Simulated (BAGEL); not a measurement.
# UHF/STO-3G (density fitting with qzvpp-jkfit) run of CH3BF (SMILES C[B]F)

Aim: the vertical ionisation energy of CH3BF at UHF/STO-3G (density fitting with qzvpp-jkfit), from 2 runs. 

The calculation is run with BAGEL 1.2.2.

4 further runs of the same task are left out: 2 that didn't finish, 2 set aside as unsound or not needed.

### 1 The system as given

The species is CH3BF (6 atoms), meant as a doublet with charge 0. SMILES: `C[B]F`. The shape is that of a PBE0-D4/def2-TZVP optimisation.

Bond lengths: C1–B2 1.554 Å, B2–F3 1.311 Å, C1–H4 1.094 Å, C1–H5 1.095 Å, C1–H6 1.094 Å. Angles: C1–B2–F3 123.9°, B2–C1–H4 109.5°, B2–C1–H5 112.9°, B2–C1–H6 109.7°, H4–C1–H5 109.3°, H4–C1–H6 105.8°, H5–C1–H6 109.3°.

### 2 A single-point energy at UHF/STO-3G (density fitting with qzvpp-jkfit)

Contents of hf.json:

```json
{ "bagel" : [

{
  "title" : "molecule",
  "basis" : "sto-3g",
  "df_basis" : "qzvpp-jkfit",
  "angstrom" : "true",
  "geometry" : [
    { "atom" : "C", "xyz" : [   -0.303700,    0.310500,   -0.173700 ] },
    { "atom" : "B", "xyz" : [    0.287400,   -1.067600,    0.235500 ] },
    { "atom" : "F", "xyz" : [    1.486600,   -1.228900,    0.739300 ] },
    { "atom" : "H", "xyz" : [   -1.223500,    0.495700,    0.389500 ] },
    { "atom" : "H", "xyz" : [    0.393200,    1.138600,   -0.009600 ] },
    { "atom" : "H", "xyz" : [   -0.597900,    0.287900,   -1.227200 ] }
  ]
},
{ "title" : "uhf", "nopen" : 1 },
{ "title" : "print", "file" : "orbitals.molden", "orbitals" : "true" }

]}
```

Run with:

```
$ BAGEL_NUM_THREADS=1 BAGEL hf.json > hf.out
```

The log of the run:

```text
* using 1 threads per process

  ===============================================================
  ===============================================================

  *** Geometry ***

  { "atom" : "C", "xyz" : [     -0.573910,      0.586760,     -0.328245 ] },
  { "atom" : "B", "xyz" : [      0.543107,     -2.017472,      0.445031 ] },
  { "atom" : "F", "xyz" : [      2.809267,     -2.322284,      1.397075 ] },
  { "atom" : "H", "xyz" : [     -2.312080,      0.936737,      0.736048 ] },
  { "atom" : "H", "xyz" : [      0.743040,      2.151642,     -0.018141 ] },
  { "atom" : "H", "xyz" : [     -1.129867,      0.544052,     -2.319072 ] },

  Number of auxiliary basis functions:      281

  Since a DF basis is specified, we compute 2- and 3-index integrals:
    o Being stored without compression. Storage requirement is 0.001 GB

  Number of basis functions:       18
  Number of electrons      :       23

    * METHOD: MOLECULE                             0.05

  *** Open-shell HF ***

  === Nuclear Repulsion ===
    57.5849339075

      * DIIS with orbital gradients will be used.

  === UHF iteration (sto-3g) ===
      0       -161.47874082          0.03919261           0.00
      1       -161.53411925          0.01294115           0.00
      2       -161.54189358          0.00513834           0.00
      3       -161.54327916          0.00222189           0.00
      4       -161.54392073          0.00036430           0.00
      5       -161.54397152          0.00008262           0.00
      6       -161.54397756          0.00002848           0.00
      7       -161.54397958          0.00001535           0.00
      8       -161.54398052          0.00000567           0.00
      9       -161.54398064          0.00000067           0.00
     10       -161.54398064          0.00000037           0.00
     11       -161.54398064          0.00000012           0.00
     12       -161.54398064          0.00000005           0.00
     13       -161.54398064          0.00000003           0.00
     14       -161.54398064          0.00000002           0.00
     15       -161.54398064          0.00000001           0.00
    * SCF iteration converged.

    * S^2 (UHF) is 0.7528

    * Permanent dipole moment:
           (    0.173335,    -0.019865,     0.071080) a.u.

    * METHOD: UHF                                  0.11

    * METHOD: PRINT                                0.00

  ===============================================================
```

It took 0.3 s on 1 thread of Arm Neoverse V1, shared host.

### 3 The singlet cation at the same level

Contents of calc.json:

```json
{ "bagel" : [

{
  "title" : "molecule",
  "basis" : "sto-3g",
  "df_basis" : "qzvpp-jkfit",
  "angstrom" : true,
  "geometry" : [
    { "atom" : "C", "xyz" : [   -0.303700,    0.310500,   -0.173700 ] },
    { "atom" : "B", "xyz" : [    0.287400,   -1.067600,    0.235500 ] },
    { "atom" : "F", "xyz" : [    1.486600,   -1.228900,    0.739300 ] },
    { "atom" : "H", "xyz" : [   -1.223500,    0.495700,    0.389500 ] },
    { "atom" : "H", "xyz" : [    0.393200,    1.138600,   -0.009600 ] },
    { "atom" : "H", "xyz" : [   -0.597900,    0.287900,   -1.227200 ] }
  ]
},
{ "title" : "hf", "charge" : 1 },
{ "title" : "print", "file" : "orbitals.molden", "orbitals" : true }

]}
```

Run with:

```
$ BAGEL_NUM_THREADS=1 BAGEL calc.json > calc.out
```

The log of the run:

```text
* using 1 threads per process

  ===============================================================
  ===============================================================

  *** Geometry ***

  { "atom" : "C", "xyz" : [     -0.573910,      0.586760,     -0.328245 ] },
  { "atom" : "B", "xyz" : [      0.543107,     -2.017472,      0.445031 ] },
  { "atom" : "F", "xyz" : [      2.809267,     -2.322284,      1.397075 ] },
  { "atom" : "H", "xyz" : [     -2.312080,      0.936737,      0.736048 ] },
  { "atom" : "H", "xyz" : [      0.743040,      2.151642,     -0.018141 ] },
  { "atom" : "H", "xyz" : [     -1.129867,      0.544052,     -2.319072 ] },

  Number of auxiliary basis functions:      281

  Since a DF basis is specified, we compute 2- and 3-index integrals:
    o Being stored without compression. Storage requirement is 0.001 GB

  Number of basis functions:       18
  Number of electrons      :       23

    * METHOD: MOLECULE                             0.06

  *** RHF ***

  === Nuclear Repulsion ===
    57.5849339075

      * DIIS with orbital gradients will be used.

  === RHF iteration (sto-3g) ===
      0       -161.22921289          0.03088179           0.00
      1       -161.30081069          0.01791310           0.00
      2       -161.32163929          0.00235622           0.00
      3       -161.32238866          0.00055690           0.00
      4       -161.32244192          0.00023803           0.00
      5       -161.32245370          0.00007199           0.00
      6       -161.32245481          0.00001678           0.00
      7       -161.32245486          0.00000348           0.00
      8       -161.32245486          0.00000159           0.00
      9       -161.32245486          0.00000042           0.00
     10       -161.32245486          0.00000014           0.00
     11       -161.32245486          0.00000006           0.00
     12       -161.32245486          0.00000002           0.00
     13       -161.32245486          0.00000001           0.00
    * SCF iteration converged.

    * Permanent dipole moment:
           (    0.753290,     0.604949,     0.227306) a.u.

    * METHOD: HF                                   0.08

    * METHOD: PRINT                                0.00

  ===============================================================
```

Run time: 0.28 s. Hardware: 1 thread of Arm Neoverse V1, shared host.

### 4 Summary of results

Level: UHF/STO-3G (density fitting with qzvpp-jkfit).

| quantity | value |
| --- | --- |
| doublet CH3BF: total energy | -161.54398 Eh |
| doublet CH3BF: dipole moment | 0.48 D |
| doublet CH3BF: ⟨S²⟩ | 0.753 |
| singlet cation: total energy | -161.32245 Eh |
| singlet cation: HOMO energy | -20.97 eV |
| singlet cation: LUMO energy | -5.02 eV |
| singlet cation: HOMO–LUMO gap | 15.96 eV |
| vertical ionisation energy (to the singlet cation) | 6.028 eV |

In words: Removing an electron at fixed nuclei costs 6.03 eV (139 kcal/mol). Only the singlet of the ionised species was computed; a triplet could lie lower. In a minimal basis such a difference can be off by several eV, whatever the method.
